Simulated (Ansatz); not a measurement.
# FH2O: the cost of one run

Program: Ansatz 0.2.0, Gaussian basis. Level of theory: RKS PBE-D4/def2-SVPD. These are calculated values, not measurements.

Levels: PBE-D4, revPBE-D4, BLYP-D4, r2SCAN-D4, B97M-V, PBE0-D4, B3LYP-D4, HSE06-D4, wB97X-V, wB97M-V, B2PLYP, Hartree-Fock, MP2, CCSD, CCSD(T). The reference is CCSD(T) extrapolated to the basis limit.

Cores are frozen in the correlated methods. B3LYP uses VWN-RPA correlation. B2PLYP carries no dispersion term here.

163 further runs of the same task are left out: 163 set aside as unsound or not needed.

## Step 1: The system as given

The pair, from a GFN2-xTB docking trial: 4 atoms, charge -1, spin multiplicity 1.

Atoms are counted from 1 here; the program's logs count them from 0.

Bond lengths: O2–H3 0.960 Å, O2–H4 1.038 Å. Angles: H3–O2–H4 100.3°.

Geometry (Å):

```xyz
4

F    -0.0692   -0.0765   -1.6414
O    -0.0428   -0.2788    0.8397
H     0.1744    0.6426    1.0001
H    -0.0624   -0.2874   -0.1983
```

Atoms 1 to 1 are fragment A (F−), the rest fragment B (H2O).

## Step 2: A first relaxation in a small basis

Input file pre/in.yaml:

```yaml
crystal:
  periodic: [false, false, false]
  atoms:
    - {symbol: F, position_ang: [-0.069200, -0.076500, -1.641400]}
    - {symbol: O, position_ang: [-0.042800, -0.278800, 0.839700]}
    - {symbol: H, position_ang: [0.174400, 0.642600, 1.000100]}
    - {symbol: H, position_ang: [-0.062400, -0.287400, -0.198300]}
basis:
  gaussian: {orbitals: def2-SVPD}
total_charge: -1
hamiltonian: {xc: pbe, dispersion: d4}
relax: {f_tol: 0.03, max_steps: 250}
```

Command:

```sh
ansatz run in.yaml --threads 2 --pin off --events-out ev --progress --plain --max-ram 5222MiB
```

**Question.** How long does this run take on 2 threads of Intel Xeon Platinum 8488C, shared host?

About 2 s.
